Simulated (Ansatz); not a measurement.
Species: sulfur dioxide, SO₂ (charge 0, singlet). 
Geometry from a B3LYP-D3(BJ)/def2-TZVP (Ansatz, an electronic-structure program) optimisation:
```xyz
3

S     -0.0171     0.0041     0.3653
O      0.0256     1.2345    -0.3789
O      0.0086    -1.2427    -0.3517
```
Charge 0, spin multiplicity 1.

Basis-set convergence of Hartree-Fock and MP2 correlation energies (hartree) with Ansatz. Cores are frozen in the correlated levels unless marked. Spin-orbit coupling is left out. Non-relativistic.

The Hartree-Fock reference is unstable (checked in the largest basis), which strains HF and MP2. 

```tsv
basis	functions	E(HF)	E(corr, MP2)
aug-cc-pV(D+d)Z	78	-547.23600	-0.55572
aug-cc-pV(T+d)Z	147	?	?
```

Question: Some entries are withheld; supply them.

Answer: 
- aug-cc-pV(T+d)Z, E(HF): -547.30587
- aug-cc-pV(T+d)Z, E(corr, MP2): -0.67355
